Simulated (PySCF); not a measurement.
**Which enantiomer?**

Computed with TDDFT wB97X-D/aug-cc-pVDZ circular dichroism and optical rotation, one conformer, gas phase (PySCF). Geometry: GFN2-xTB.

Values for one enantiomer of C₃H₄F₂S, R in 10⁻⁴⁰ esu² cm² (velocity form):
| λ (nm) | f | R |
| --- | --- | --- |
| 241 | 0.0007 | -3.9 |
| 191 | 0.033 | +9.8 |
| 185 | 0.017 | +5.1 |
| 170 | 0.031 | -16.3 |
| 169 | 0.017 | -22.7 |
| 162 | 0.015 | +11.7 |
| 161 | 0.044 | -2.9 |
| 154 | 0.004 | -1.7 |
| 152 | 0.003 | -0.9 |
| 151 | 0.028 | -26.9 |
| 149 | 0.048 | -11.8 |
| 148 | 0.038 | +5.0 |
| 144 | 0.018 | +7.9 |
| 144 | 0.031 | +11.9 |
| 142 | 0.005 | -8.6 |
| 140 | 0.027 | -13.9 |

[α] at 589.3 nm: -157 deg dm⁻¹ (g/mL)⁻¹ (origin-invariant length gauge).

Question: Which structure gives these signs?
A. F[C@@H]1SC[C@@H]1F
B. F[C@@H]1CS[C@@H]1F

Answer: A. Its CIP labels in SMILES order are R, S; the other enantiomer gives every sign reversed.

Geometry of F[C@@H]1SC[C@@H]1F as run:
```xyz
10

F     0.857   -0.194   -1.885
C     1.027   -0.151   -0.540
S     0.414   -1.669    0.283
C    -0.962   -0.480    0.521
C    -0.043    0.688    0.178
F    -0.612    1.664   -0.585
H     2.075    0.089   -0.348
H    -1.733   -0.634   -0.232
H    -1.389   -0.484    1.520
H     0.375    1.175    1.066
```
